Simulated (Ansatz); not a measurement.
# CH7BO: the cost of one run

Program: Ansatz 0.2.0. Level of theory: RKS PBE/def2-SVP. These are calculated values, not measurements.

## Step 1: The starting structure

Bond lengths: B1–H3 1.190 Å, B1–H4 1.190 Å, B1–O5 1.710 Å, O5–C6 1.420 Å, C6–H7 1.110 Å, C6–H8 1.110 Å, C6–H9 1.110 Å. Angles: H3–B1–H4 120.0°, H3–B1–O5 97.0°, H4–B1–O5 101.2°, B1–O5–C6 125.0°, O5–C6–H7 109.5°, O5–C6–H8 109.5°, O5–C6–H9 109.5°, H7–C6–H8 109.4°, H7–C6–H9 109.4°, H8–C6–H9 109.4°.

Coordinates:

```xyz
10

B     0.0000    0.0000    0.0000
H     0.0000    0.0000    1.5400
H     1.0305    0.0000   -0.5950
H    -1.0305    0.0000   -0.5950
O     0.0715   -1.6212    0.5392
C    -0.5794   -2.7171   -0.0867
H     0.1085   -3.5877   -0.1182
H    -1.4893   -2.9859    0.4895
H    -0.8668   -2.4357   -1.1212
H     0.0379   -0.8605    1.5370
```

## Step 2: Pulling towards end A

Springs on the bonds that form and break draw the guess towards this end; the thresholds are loose.

The input, input.yaml:

```yaml
crystal:
  periodic: [false, false, false]
  atoms:
    - { symbol: B, position_ang: [0.0, 0.0, 0.0] }
    - { symbol: H, position_ang: [0.0, 0.0, 1.54] }
    - { symbol: H, position_ang: [1.0305, 0.0, -0.595] }
    - { symbol: H, position_ang: [-1.0305, 0.0, -0.595] }
    - { symbol: O, position_ang: [0.0715, -1.6212, 0.5392] }
    - { symbol: C, position_ang: [-0.5794, -2.7171, -0.0867] }
    - { symbol: H, position_ang: [0.1085, -3.5877, -0.1182] }
    - { symbol: H, position_ang: [-1.4893, -2.9859, 0.4895] }
    - { symbol: H, position_ang: [-0.8668, -2.4357, -1.1212] }
    - { symbol: H, position_ang: [0.0379, -0.8605, 1.537] }
basis:
  gaussian: { orbitals: def2-SVP }
hamiltonian:
  xc: pbe
relax:
  f_tol: 0.15
  max_steps: 25
  restrain:
    - { distance: [0, 4], at: 2.61, k: 30.0 }
    - { distance: [9, 1], at: 1.86, k: 30.0 }
    - { distance: [0, 1], at: 1.19, k: 30.0 }
    - { distance: [9, 4], at: 1.01, k: 30.0 }
```

The run is started by

```
ansatz run input.yaml --threads 1 --pin off --max-ram 2048MiB --backend cpu --events-out ev --progress --plain --runs-dir out
```

**Question.** How long does this run take on 1 thread of Intel Xeon 6975P-C (Granite Rapids), shared host, and how much memory does it need?

About 8.8 s, with a peak of 0.15 GiB.
